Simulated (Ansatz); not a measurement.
Relaxation of AlH4OSi (7 atoms, charge 0, multiplicity 2), to a largest force component of 0.015 eV/Å in at most 40 steps.

Level of theory: UKS r2SCAN/def2-SVP in Ansatz 0.2.0.

```xyz
7
Properties=species:S:1:pos:R:3
O -1.799 -0.434 -0.886
Al -0.252 0.114 -0.755
Si 0.932 0.058 1.314
H -2.689 -0.740 -0.990
H 0.260 0.623 -2.142
H 1.507 1.282 1.923
H 2.042 -0.902 1.535
```

Q: Where does it end, and by what steps?

A: The forces met the threshold. After 22 steps the energy has fallen by 0.342 eV; H7 moved furthest, 1.34 Å.

```json
{"step": "0", "energy less start (eV)": "0.0000", "largest force component (eV/Å)": "0.713", "accepted": "yes"}
{"step": "1", "energy less start (eV)": "-0.0804", "largest force component (eV/Å)": "0.379", "accepted": "yes"}
{"step": "2", "energy less start (eV)": "-0.0888", "largest force component (eV/Å)": "0.063", "accepted": "yes"}
{"step": "3", "energy less start (eV)": "-0.0899", "largest force component (eV/Å)": "0.023", "accepted": "yes"}
{"step": "4", "energy less start (eV)": "-0.1050", "largest force component (eV/Å)": "0.161", "accepted": "yes"}
{"step": "5", "energy less start (eV)": "-0.1140", "largest force component (eV/Å)": "0.196", "accepted": "yes"}
{"step": "6", "energy less start (eV)": "-0.1248", "largest force component (eV/Å)": "0.198", "accepted": "yes"}
{"step": "7", "energy less start (eV)": "-0.1373", "largest force component (eV/Å)": "0.187", "accepted": "yes"}
{"step": "8", "energy less start (eV)": "-0.1661", "largest force component (eV/Å)": "0.406", "accepted": "yes"}
{"step": "9", "energy less start (eV)": "-0.1868", "largest force component (eV/Å)": "0.577", "accepted": "yes"}
{"step": "10", "energy less start (eV)": "-0.2330", "largest force component (eV/Å)": "0.201", "accepted": "yes"}
{"step": "11", "energy less start (eV)": "-0.2530", "largest force component (eV/Å)": "0.032", "accepted": "yes"}
{"step": "12", "energy less start (eV)": "-0.2346", "largest force component (eV/Å)": "0.370", "accepted": "no"}
{"step": "13", "energy less start (eV)": "-0.2570", "largest force component (eV/Å)": "0.062", "accepted": "yes"}
{"step": "14", "energy less start (eV)": "-0.2608", "largest force component (eV/Å)": "0.514", "accepted": "yes"}
{"step": "15", "energy less start (eV)": "-0.2567", "largest force component (eV/Å)": "0.890", "accepted": "no"}
{"step": "16", "energy less start (eV)": "-0.2718", "largest force component (eV/Å)": "0.493", "accepted": "yes"}
{"step": "17", "energy less start (eV)": "-0.2955", "largest force component (eV/Å)": "0.476", "accepted": "yes"}
{"step": "18", "energy less start (eV)": "-0.3214", "largest force component (eV/Å)": "0.409", "accepted": "yes"}
{"step": "19", "energy less start (eV)": "-0.3406", "largest force component (eV/Å)": "0.053", "accepted": "yes"}
{"step": "20", "energy less start (eV)": "-0.3375", "largest force component (eV/Å)": "0.144", "accepted": "no"}
{"step": "21", "energy less start (eV)": "-0.3419", "largest force component (eV/Å)": "0.081", "accepted": "yes"}
{"step": "22", "energy less start (eV)": "-0.3422", "largest force component (eV/Å)": "0.004", "accepted": "yes"}
```

```xyz
7
Properties=species:S:1:pos:R:3
O -1.706 -0.612 -1.138
Al -0.341 0.371 -0.860
Si 1.049 0.089 1.064
H -2.047 -1.333 -0.602
H -0.055 1.476 -1.952
H 2.251 0.930 1.342
H 0.849 -0.922 2.146
```

Whether the end is a true minimum wasn't checked by a vibrational analysis.

Time of the run: 79 s on 2 threads of Arm Neoverse V2 (shared host), peak memory 0.2 GiB.
